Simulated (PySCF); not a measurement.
**Atomic charges against the basis set**

Compound: C5H5F.
Structure used (PBE0-D3(BJ)/def2-SVP), in Å, numbered top down from 1:
```
atom  x, y, z in Å
C1     2.5100    0.5100    0.4881
C2     1.6668   -0.2765   -0.1960
C3     0.2496   -0.1644   -0.1750
C4    -0.9640   -0.0980   -0.1810
C5    -2.4161    0.0011   -0.1726
F6    -3.0055   -0.9652   -0.9454
H7     2.1441    1.3164    1.1282
H8     3.5898    0.3616    0.4202
H9     2.0674   -1.0770   -0.8296
H10   -2.7914   -0.0964    0.8618
H11   -2.7252    0.9923   -0.5500
```

PBE0 throughout (PySCF), one geometry, spherical d and f functions. Geometry: PBE0-D3(BJ)/def2-SVP; no solvent, vibrations or thermal averaging. The first 7 of 10 kinds of atom are listed.

Mulliken charges (e):

```csv
basis,functions,C1,C2,C3,C4,C5,F6,H7
STO-3G,35,-0.151,-0.092,-0.042,-0.054,-0.049,-0.096,+0.093
6-31G,64,-0.323,-0.035,-0.196,-0.074,+0.012,-0.332,+0.178
pcSseg-0,64,-0.382,-0.193,-0.161,-0.176,+0.050,-0.377,+0.236
6-31G*,94,-0.364,-0.210,+0.008,-0.004,-0.053,-0.329,+0.188
cc-pVDZ,109,+0.002,-0.228,+0.122,-0.158,+0.208,-0.229,+0.045
def2-SVP,109,-0.056,-0.106,-0.063,-0.153,+0.324,-0.265,+0.062
aug-cc-pVDZ,183,+0.474,+0.931,+0.108,-0.389,+0.781,-0.440,-0.394
"6-311+G(2d,p)",192,-0.373,-0.056,-0.009,+0.251,-0.304,-0.238,+0.129
def2-TZVP,216,-0.239,-0.219,+0.076,-0.019,-0.071,-0.209,+0.137
cc-pVTZ,250,-0.250,-0.137,+0.035,-0.098,+0.121,-0.212,+0.122
IGLO-III,260,-0.220,-0.062,-0.072,-0.036,+0.034,-0.246,+0.115
```

IAO charges (e):

| basis | functions | C1 | C2 | C3 | C4 | C5 | F6 | H7 |
| --- | --- | --- | --- | --- | --- | --- | --- | --- |
| STO-3G | 35 | -0.243 | -0.165 | -0.030 | -0.048 | -0.109 | -0.125 | +0.141 |
| 6-31G | 64 | -0.291 | -0.155 | -0.023 | -0.066 | -0.007 | -0.292 | +0.161 |
| pcSseg-0 | 64 | -0.276 | -0.159 | -0.023 | -0.068 | -0.004 | -0.284 | +0.155 |
| 6-31G* | 94 | -0.280 | -0.152 | -0.026 | -0.069 | +0.033 | -0.301 | +0.156 |
| cc-pVDZ | 109 | -0.284 | -0.153 | -0.028 | -0.069 | +0.030 | -0.303 | +0.157 |
| def2-SVP | 109 | -0.274 | -0.151 | -0.025 | -0.066 | +0.034 | -0.305 | +0.152 |
| aug-cc-pVDZ | 183 | -0.294 | -0.155 | -0.026 | -0.069 | +0.030 | -0.320 | +0.161 |
| 6-311+G(2d,p) | 192 | -0.293 | -0.156 | -0.026 | -0.069 | +0.028 | -0.321 | +0.162 |
| def2-TZVP | 216 | -0.294 | -0.155 | -0.026 | -0.070 | +0.033 | -0.320 | +0.161 |
| cc-pVTZ | 250 | -0.294 | -0.155 | -0.027 | -0.069 | +0.032 | -0.317 | +0.161 |
| IGLO-III | 260 | -0.295 | -0.156 | -0.026 | -0.069 | +0.029 | -0.321 | +0.162 |

Hirshfeld charges (e):

| basis | functions | C1 | C2 | C3 | C4 | C5 | F6 | H7 |
| --- | --- | --- | --- | --- | --- | --- | --- | --- |
| STO-3G | 35 | -0.043 | -0.002 | -0.062 | -0.080 | +0.100 | -0.068 | +0.034 |
| 6-31G | 64 | -0.078 | -0.026 | -0.045 | -0.066 | +0.060 | -0.130 | +0.052 |
| pcSseg-0 | 64 | -0.073 | -0.025 | -0.046 | -0.063 | +0.055 | -0.122 | +0.049 |
| 6-31G* | 94 | -0.078 | -0.028 | -0.048 | -0.065 | +0.055 | -0.117 | +0.053 |
| cc-pVDZ | 109 | -0.078 | -0.030 | -0.046 | -0.061 | +0.042 | -0.105 | +0.051 |
| def2-SVP | 109 | -0.079 | -0.032 | -0.042 | -0.058 | +0.042 | -0.113 | +0.052 |
| aug-cc-pVDZ | 183 | -0.084 | -0.039 | -0.041 | -0.056 | +0.032 | -0.117 | +0.056 |
| 6-311+G(2d,p) | 192 | -0.080 | -0.039 | -0.043 | -0.058 | +0.038 | -0.120 | +0.056 |
| def2-TZVP | 216 | -0.082 | -0.037 | -0.042 | -0.057 | +0.035 | -0.116 | +0.055 |
| cc-pVTZ | 250 | -0.083 | -0.036 | -0.042 | -0.057 | +0.034 | -0.112 | +0.054 |
| IGLO-III | 260 | -0.083 | -0.038 | -0.041 | -0.056 | +0.032 | -0.117 | +0.056 |

ESP-fitted charges (e):

```
        basis  functions      C1      C2      C3      C4      C5      F6      H7
       STO-3G         35  -0.288  +0.037  -0.148   0.000  -0.028  -0.082  +0.137
        6-31G         64  -0.424  -0.046  -0.087  -0.084  +0.211  -0.263  +0.204
     pcSseg-0         64  -0.458  -0.028  -0.117  -0.073  +0.180  -0.261  +0.219
       6-31G*         94  -0.434  -0.009  -0.150  +0.002  +0.007  -0.176  +0.209
      cc-pVDZ        109  -0.415  -0.005  -0.150  -0.026  +0.072  -0.190  +0.199
     def2-SVP        109  -0.407  -0.010  -0.134  -0.051  +0.126  -0.211  +0.197
  aug-cc-pVDZ        183  -0.456  -0.012  -0.115  -0.064  +0.115  -0.213  +0.215
6-311+G(2d,p)        192  -0.472  -0.018  -0.114  -0.059  +0.096  -0.214  +0.222
    def2-TZVP        216  -0.468  -0.003  -0.128  -0.046  +0.080  -0.202  +0.219
      cc-pVTZ        250  -0.452  -0.003  -0.136  -0.037  +0.060  -0.192  +0.213
     IGLO-III        260  -0.459  -0.010  -0.116  -0.058  +0.091  -0.208  +0.216
```

Task: Which scheme is steadiest as the basis changes?

Result: Largest range over the bases for any column: Hirshfeld 0.07 e, IAO 0.20 e, ESP-fitted 0.24 e, Mulliken 1.16 e. Hirshfeld charges move least and Mulliken charges most, counted in e. Without the minimal STO-3G basis the ranges are Hirshfeld 0.03, IAO 0.04, ESP-fitted 0.20, Mulliken 1.16 e.

Task: How much do the charges still move between the two largest bases, cc-pVTZ and IGLO-III?

Result: At most, over all atoms: Mulliken 0.107 e, IAO 0.004 e, Hirshfeld 0.004 e, ESP-fitted 0.032 e.

Task: What do the same runs give for the total energy, the frontier levels and the dipole moment?

Result: 
```tsv
basis	energy (Eh)	HOMO (eV)	LUMO (eV)	μ (D)
STO-3G	-289.1522	-4.99	2.07	0.96
6-31G	-292.8777	-6.88	-0.63	2.18
pcSseg-0	-292.2938	-7.20	-0.92	2.23
6-31G*	-292.9380	-6.77	-0.63	1.80
cc-pVDZ	-292.9637	-6.92	-0.82	1.77
def2-SVP	-292.7315	-7.01	-0.91	1.87
aug-cc-pVDZ	-292.9846	-7.07	-1.09	1.90
6-311+G(2d,p)	-293.0370	-7.09	-1.11	1.96
def2-TZVP	-293.0638	-7.07	-1.04	1.86
cc-pVTZ	-293.0531	-7.03	-0.99	1.82
IGLO-III	-293.0692	-7.09	-1.10	1.91
```

The dipole is fixed by the density alone, so its range of 1.27 D shows that the density itself changes with the basis, not only its division among atoms.
